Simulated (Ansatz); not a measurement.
Cost and result up the ladder for SiC2 (3 atoms). Total charge 0; singlet. Geometry: PBE-D4/def2-TZVP.

```tsv
atom	x (Å)	y (Å)	z (Å)
Si1	-0.9516	0.7786	0.5808
C2	1.0378	-0.2099	-0.5545
C3	-0.0862	-0.5687	-0.0263
```

Ansatz on 4 threads of Arm Neoverse V1 on a shared host. Times are rough, and most runs start from the orbitals of an earlier one. PBE0-D4/def2-TZVP serves as the yardstick here, not as an exact answer. Binding counts from free atoms at the same level (Si triplet, C triplet; other spins of the atoms weren't run), without zero-point energy.

LC-ωPBE has ω = 0.4 bohr⁻¹. Correlated methods freeze 7 core orbitals. Another isomer (singlet) lies 0.09 eV lower at PBE0-D4/def2-TZVP; other spin states weren't run for this one.

```json
{"level": "PBE0-D4/def2-TZVP", "functions": "99", "binding energy per atom (eV)": "4.31", "difference from PBE0-D4/def2-TZVP (eV)": "0.00", "remarks": "–"}
{"level": "CCSD(T)/def2-TZVPP", "functions": "104", "binding energy per atom (eV)": "4.11", "difference from PBE0-D4/def2-TZVP (eV)": "-0.19", "remarks": "large T1"}
{"level": "PBE-D4/def2-TZVP (with forces)", "functions": "99", "binding energy per atom (eV)": "4.54", "difference from PBE0-D4/def2-TZVP (eV)": "0.23", "remarks": "–"}
{"level": "r2SCAN-D4/def2-TZVP", "functions": "99", "binding energy per atom (eV)": "4.27", "difference from PBE0-D4/def2-TZVP (eV)": "-0.04", "remarks": "–"}
{"level": "BHLYP-D4/def2-TZVP", "functions": "99", "binding energy per atom (eV)": "3.99", "difference from PBE0-D4/def2-TZVP (eV)": "-0.31", "remarks": "–"}
{"level": "LC-ωPBE/def2-TZVP", "functions": "99", "binding energy per atom (eV)": "4.15", "difference from PBE0-D4/def2-TZVP (eV)": "-0.16", "remarks": "–"}
```

Question: Estimate how long each takes.

Answer: PBE-D4/def2-TZVP (with forces) 0.45 s; PBE0-D4/def2-TZVP 0.5 s; BHLYP-D4/def2-TZVP 0.5 s; LC-ωPBE/def2-TZVP 0.55 s; CCSD(T)/def2-TZVPP 0.9 s; r2SCAN-D4/def2-TZVP 0.95 s. On shared hardware such times vary by a factor of up to 3.
